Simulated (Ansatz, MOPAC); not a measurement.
Molecule: hydrogen chloride, HCl, charge 0, multiplicity 1. SMILES: Cl

Atoms: Cl1, H2. Bonds: Cl1-H2.

Bond lengths (Å) and angles (degrees) optimised at PM6 with MOPAC; MNDO with MOPAC; PBE/6-31G* with Ansatz (a program for electronic structure); B3LYP/6-31G* with Ansatz, each started from the B3LYP-D3(BJ)/def2-TZVP structure (Ansatz) of the last column. A row stands for all coordinates that are equal there. 6-31G* holds six Cartesian d functions.

| coordinate | PM6 | MNDO | PBE/6-31G* | B3LYP/6-31G* | B3LYP-D3(BJ)/def2-TZVP |
|---|---|---|---|---|---|
| Cl1-H2 | 1.298 | 1.348 | 1.296 | 1.289 | 1.282 |

Mean signed difference of all 1 bond lengths from B3LYP-D3(BJ)/def2-TZVP: PM6 0.016 Å, MNDO 0.066 Å, PBE/6-31G* 0.014 Å, B3LYP/6-31G* 0.007 Å.
